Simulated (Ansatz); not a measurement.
fcc Ir, treated with PBEsol+SOC (Ansatz, a quantum-chemistry and plane-wave program, plane waves, PAW).

Run with plane-wave cutoff 520 eV, 30×30×30 k mesh, Fermi–Dirac smearing 0.07 eV (set by the program), PAW data made under PBE.

Cell (relaxed at this level):

```
CELL_PARAMETERS angstrom
      0.00000     1.91620     1.91620
      1.91620     0.00000     1.91620
      1.91620     1.91620     0.00000
ATOMIC_POSITIONS crystal
  Ir 0.00000 0.00000 0.00000
```

**Question.** Estimate the elastic constant C11, elastic constant C44, Voigt–Reuss–Hill shear modulus (Hill average), Young modulus, Poisson ratio and elastic constant C12 that the calculation returns.

**Answer.** 
elastic constant C11: 633 GPa
elastic constant C44: 276 GPa
Voigt–Reuss–Hill shear modulus (Hill average): 237 GPa
Young modulus: 589 GPa
Poisson ratio: 0.241
elastic constant C12: 253 GPa

Measured, for comparison: elastic constant C11 590 GPa, elastic constant C44 262 GPa, elastic constant C12 249 GPa (temperature not stated, no zero-point or thermal correction; as tabulated in Mehl and Papaconstantopoulos (1996), arXiv:mtrl-th/9602003). Computed (rounded) less measured: elastic constant C11 +7 %, elastic constant C44 +5 %, elastic constant C12 +2 %. A static lattice is as a rule a little smaller and stiffer than an uncorrected measurement, which narrows the difference in the elastic constant C11, elastic constant C44, elastic constant C12 and would widen misses of the other sign.

Elastic constants are with the ions relaxed.

The computed numbers hold no vibrational or temperature effects.

Computing time: around 18 core-minutes (rough).
